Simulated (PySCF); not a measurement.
isobutene cation (C4H8), SMILES C=C(C)C (connectivity only; charge and spin as stated), charge +1, multiplicity 2.

Coordinates come from a PBE0-D3(BJ)/def2-SVP optimisation. The multiplicity is an assumed one; other spin states were not compared.

The numbers are results of PBE0-D3(BJ)/def2-SVP in PySCF, not measurements.

No scaling factor is applied to the harmonic values.

```json
[
 {"mode": "1", "ν (cm⁻¹)": "97", "IR (km/mol)": "3.5", "moving atoms (share of kinetic energy)": "H 93 %"},
 {"mode": "2", "ν (cm⁻¹)": "171", "IR (km/mol)": "3.9", "moving atoms (share of kinetic energy)": "H 98 %"},
 {"mode": "3", "ν (cm⁻¹)": "238", "IR (km/mol)": "0.1", "moving atoms (share of kinetic energy)": "H 98 %"},
 {"mode": "4", "ν (cm⁻¹)": "410", "IR (km/mol)": "0.4", "moving atoms (share of kinetic energy)": "C 57 %, H 43 %"},
 {"mode": "5", "ν (cm⁻¹)": "414", "IR (km/mol)": "3.0", "moving atoms (share of kinetic energy)": "C 54 %, H 46 %"},
 {"mode": "6", "ν (cm⁻¹)": "448", "IR (km/mol)": "8.9", "moving atoms (share of kinetic energy)": "C 50 %, H 50 %"},
 {"mode": "7", "ν (cm⁻¹)": "757", "IR (km/mol)": "13.1", "moving atoms (share of kinetic energy)": "H 74 %, C 26 %"},
 {"mode": "8", "ν (cm⁻¹)": "870", "IR (km/mol)": "17.0", "moving atoms (share of kinetic energy)": "H 71 %, C 29 %"},
 {"mode": "9", "ν (cm⁻¹)": "873", "IR (km/mol)": "2.1", "moving atoms (share of kinetic energy)": "C 68 %, H 32 %"},
 {"mode": "10", "ν (cm⁻¹)": "963", "IR (km/mol)": "0.2", "moving atoms (share of kinetic energy)": "H 80 %, C 20 %"},
 {"mode": "11", "ν (cm⁻¹)": "977", "IR (km/mol)": "39.7", "moving atoms (share of kinetic energy)": "H 58 %, C 42 %"},
 {"mode": "12", "ν (cm⁻¹)": "1032", "IR (km/mol)": "4.7", "moving atoms (share of kinetic energy)": "H 63 %, C 37 %"},
 {"mode": "13", "ν (cm⁻¹)": "1036", "IR (km/mol)": "18.2", "moving atoms (share of kinetic energy)": "H 52 %, C 48 %"},
 {"mode": "14", "ν (cm⁻¹)": "1294", "IR (km/mol)": "55.9", "moving atoms (share of kinetic energy)": "H 88 %, C 12 %"},
 {"mode": "15", "ν (cm⁻¹)": "1306", "IR (km/mol)": "36.6", "moving atoms (share of kinetic energy)": "H 86 %, C 14 %"},
 {"mode": "16", "ν (cm⁻¹)": "1326", "IR (km/mol)": "55.1", "moving atoms (share of kinetic energy)": "H 85 %, C 15 %"},
 {"mode": "17", "ν (cm⁻¹)": "1357", "IR (km/mol)": "94.2", "moving atoms (share of kinetic energy)": "H 77 %, C 23 %"},
 {"mode": "18", "ν (cm⁻¹)": "1379", "IR (km/mol)": "19.8", "moving atoms (share of kinetic energy)": "H 72 %, C 28 %"},
 {"mode": "19", "ν (cm⁻¹)": "1408", "IR (km/mol)": "5.0", "moving atoms (share of kinetic energy)": "H 86 %, C 14 %"},
 {"mode": "20", "ν (cm⁻¹)": "1471", "IR (km/mol)": "4.2", "moving atoms (share of kinetic energy)": "H 85 %, C 15 %"},
 {"mode": "21", "ν (cm⁻¹)": "1486", "IR (km/mol)": "47.0", "moving atoms (share of kinetic energy)": "H 55 %, C 45 %"},
 {"mode": "22", "ν (cm⁻¹)": "1555", "IR (km/mol)": "32.8", "moving atoms (share of kinetic energy)": "C 74 %, H 26 %"},
 {"mode": "23", "ν (cm⁻¹)": "2963", "IR (km/mol)": "160.3", "moving atoms (share of kinetic energy)": "H 95 %"},
 {"mode": "24", "ν (cm⁻¹)": "2979", "IR (km/mol)": "44.5", "moving atoms (share of kinetic energy)": "H 95 %"},
 {"mode": "25", "ν (cm⁻¹)": "3114", "IR (km/mol)": "2.5", "moving atoms (share of kinetic energy)": "H 93 %"},
 {"mode": "26", "ν (cm⁻¹)": "3117", "IR (km/mol)": "19.8", "moving atoms (share of kinetic energy)": "H 93 %"},
 {"mode": "27", "ν (cm⁻¹)": "3163", "IR (km/mol)": "22.2", "moving atoms (share of kinetic energy)": "H 95 %"},
 {"mode": "28", "ν (cm⁻¹)": "3195", "IR (km/mol)": "13.7", "moving atoms (share of kinetic energy)": "H 90 %, C 10 %"},
 {"mode": "29", "ν (cm⁻¹)": "3198", "IR (km/mol)": "1.1", "moving atoms (share of kinetic energy)": "H 90 %, C 10 %"},
 {"mode": "30", "ν (cm⁻¹)": "3292", "IR (km/mol)": "13.9", "moving atoms (share of kinetic energy)": "H 89 %, C 11 %"}
]
```
